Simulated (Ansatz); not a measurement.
Ansatz (a program for electronic structure) input (CCSD(T)/aug-cc-pV(T+d)Z):
A basis named .json is the Basis Set Exchange file of that set.

Ansatz 0.2 input:
```yaml
crystal:
  periodic: [false, false, false]
  atoms:
    - {symbol: C, position_ang: [-0.00768397, 0.00047609, 0.45577993]}
    - {symbol: H, position_ang: [-0.02591434, 0.00160561, 1.53712694]}
    - {symbol: Cl, position_ang: [0.01488659, 1.69164517, -0.08530085]}
    - {symbol: Cl, position_ang: [1.45955078, -0.85759891, -0.05828251]}
    - {symbol: Cl, position_ang: [-1.47020100, -0.83430874, -0.10769937]}
basis:
  gaussian:
    orbitals: aug-cc-pV_T+d_Z.json
magnetization: {spin_polarized: false}
correlation: {method: ccsd_t, electrons: outside_noble_gas}
```

Output:

```
Functional definition: HF
integrals: 1.32 GiB planned
1372 factors; integrals over basis functions are off by at most 1.3e-3 eV
mean field: 1.26 GiB planned
mean field evaluation 1: about -38556.7571 eV, gradient 2.3e1 eV
mean field evaluation 2: about -38556.9462 eV, gradient 2.3e1 eV
mean field evaluation 4: about -38558.6184 eV, gradient 3.0e0 eV
mean field evaluation 8: about -38558.6801 eV, gradient 2.2e-1 eV
mean field evaluation 16: about -38557.7604 eV, gradient 1.8e1 eV
mean field -38558.68043255 eV, -1417.0053698838 hartree, gradient 9.1e-6 eV, S^2 0.000000; 0 other end points of the search recorded, 0 dependent functions left out
16 core orbitals not correlated
reference -38558.68043255 eV, -1417.0053698838 hartree; 13, 13 occupied and 205, 205 virtual orbitals, 1372 factors
second order -20.61985229 eV of doubles, -0.00000000 eV of singles
coupled cluster: 2.59 GiB planned
cycle   1  -21.27259153 eV  change   -6.5e-1 eV  update   9.6e-2
cycle   2  -21.76853214 eV  change   -5.0e-1 eV  update   2.8e-2
cycle   3  -21.87447640 eV  change   -1.1e-1 eV  update   1.3e-2
cycle   4  -21.86725811 eV  change    7.2e-3 eV  update   2.7e-3
cycle   5  -21.86656994 eV  change    6.9e-4 eV  update   1.2e-3
cycle   6  -21.86642825 eV  change    1.4e-4 eV  update   3.6e-4
cycle   7  -21.86631838 eV  change    1.1e-4 eV  update   1.9e-4
cycle   8  -21.86630607 eV  change    1.2e-5 eV  update   4.3e-5
cycle   9  -21.86631156 eV  change   -5.5e-6 eV  update   1.5e-5
perturbative correction -1.07374880 eV, -0.0394595405 hartree
Total energy: -38581.62049290 eV, -1417.8484015526 hartree
```
